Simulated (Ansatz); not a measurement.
# Relative stability

Two relaxed structures of AlSi2H6 (charge +1), singlet (PBE0-D4/def2-TZVP; forces vanish, vibrations not checked).

A:

```tsv
atom	x (Å)	y (Å)	z (Å)
Al1	-1.9664	0.7994	-1.1282
Si2	0.1330	0.9839	0.2619
Si3	1.2126	-0.7438	1.1064
H4	-2.9416	2.0036	-0.9061
H5	-1.9887	-0.5244	-1.9664
H6	1.0321	2.1491	0.4581
H7	2.5633	-0.6070	1.6848
H8	1.3048	-0.0597	-0.4509
H9	0.7225	-2.1092	0.8387
```

B:

Al1  (-1.864, 0.951, -1.462)
Si2  (0.058, 0.666, 0.144)
Si3  (1.295, -1.179, 0.945)
H4  (-3.252, 0.857, -0.736)
H5  (-1.368, 1.157, -2.935)
H6  (0.590, 1.912, 0.769)
H7  (2.679, -0.852, 0.524)
H8  (0.759, -2.414, 0.337)
H9  (1.104, -1.098, 2.414)
(Å)

Computed with Ansatz 0.2.0 (basis: def2-TZVPP); correlated methods freeze the cores. B3LYP uses VWN-RPA correlation.

Which structure is lower at CCSD(T), and by how much? (To be estimated.)

By the calculation: A, by 0.072 eV (electronic energy, against the other). By their contacts, A is AlSi₂H₆ ([AlH2][SiH]1[H][SiH2]1), total charge +1 and B is AlSi₂H₆ ([AlH2][SiH][SiH3]), total charge +1.

Do the other methods give the same order? (A judgement: the text doesn't fix the answer.)

By the calculation: Not all: HF gives the other order.

```csv
method,E(B) − E(A) (eV)
PBE-D4,0.138
r2SCAN-D4,0.154
PBE0-D4,0.119
B3LYP-D4,0.008
wB97M-V,0.101
HF,-0.216
MP2,0.114
CCSD,0.019
CCSD(T),0.072
```

The T1 diagnostic stays at or below 0.015.

Labels in which every atom is bracketed show which atoms are joined, not bond orders.

For scale, one of the runs: CCSD(T)/def2-TZVPP, 210 basis functions, launched by `ansatz run in.yaml --threads 2 --pin off --events-out ev --progress --plain --max-ram 4352MiB`. Time: 34 s of wall clock on 2 CPU threads of an Arm Neoverse V1; the host was shared. Peak host memory: 2.4 GiB.
